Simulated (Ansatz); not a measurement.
This geometry of CH6B2 (9 atoms, charge 0, multiplicity 1) is a first-order saddle point.

Computed with RKS r2SCAN-D4/def2-SVP (Ansatz).

```xyz
9
Properties=species:S:1:pos:R:3
B -0.443 0.599 -0.851
C 0.765 -0.092 -0.113
B -0.102 -0.615 1.043
H -1.576 0.563 -0.411
H -0.275 1.194 -1.890
H 1.508 0.703 0.078
H 1.208 -0.804 -0.832
H -0.321 0.082 2.008
H -0.675 -1.677 0.950
```

Q: Which two structures does it join? (They come from a converged band through this point; their orientation in space is the band's.)

A: No bond is made or broken. The dihedral H5–B1–C2–H7 goes from -137 to 14°. The two ends are copies of one structure, up to a mirror image or an exchange of like atoms.

Image 0:

```xyz
9
Properties=species:S:1:pos:R:3
B -0.461 0.612 -1.031
C 0.640 -0.020 -0.131
B -0.042 -0.529 1.172
H -1.364 -0.074 -1.451
H -0.446 1.790 -1.306
H 1.531 0.602 0.024
H 0.874 -0.969 -0.661
H 0.247 -0.069 2.252
H -0.890 -1.389 1.113
```

Image 6:

```xyz
9
Properties=species:S:1:pos:R:3
B -0.418 0.746 -0.958
C 0.586 -0.186 -0.221
B -0.087 -0.672 1.096
H -0.779 1.775 -0.437
H -0.866 0.452 -2.042
H 1.349 0.532 0.155
H 1.028 -0.979 -0.838
H -0.403 0.130 1.943
H -0.321 -1.843 1.285
```

Q: How far does it lie above each of them?

A: 0.077 eV above the first and 0.077 eV above the second. This is the barrier of this one path; another mechanism may lie lower.

The run took 3.2 min on 1 thread of Arm Neoverse V1 (shared host), peak memory 0.11 GiB.
